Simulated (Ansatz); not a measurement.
Rock-salt HfC was calculated with revPBE in Ansatz (plane waves, PAW).

Settings: plane-wave cutoff 520 eV, 20×20×20 k mesh, Fermi–Dirac smearing 0.05 eV, scalar-relativistic PAW data made under PBE.

A third-order Birch–Murnaghan fit to the energies gives V0 = 12.739 Å³/atom, B0 = 226 GPa, B′ = 4.0.

```tsv
V (Å³/atom)	P (GPa)
11.973	15.85
12.228	[?]
12.483	[?]
12.737	0.02
12.992	-4.29
13.247	-8.19
13.502	[?]
```

Problem. Estimate the withheld pressures from this fit; the answers are the runs' own values.

Solution. 
- 12.228, P (GPa): 10.04
- 12.483, P (GPa): 4.78
- 13.502, P (GPa): -11.73

The formula P = (3/2) B0 (x^(7/3) − x^(5/3)) [1 + (3/4)(B′ − 4)(x^(2/3) − 1)] with x = V0/V meets the computed pressures within 0.03 GPa when these rounded values are put in.

Measured, for comparison: bulk modulus 242 GPa (room temperature, no zero-point or thermal correction, our sources range from 242 to 286; as tabulated in Synthesis of Binary Transition Metal Nitrides, Carbides and Borides from the …); equilibrium volume per atom 12.47 Å³/atom (temperature not stated, no zero-point or thermal correction; as tabulated in Zhang et al. (2018), doi:10.1088/1367-2630/aac7f0). Computed (rounded) less measured: bulk modulus not scored (sources differ), equilibrium volume per atom +2.2 %.

Spin–orbit coupling is not included.

Ansatz is a quantum-chemistry and plane-wave program.
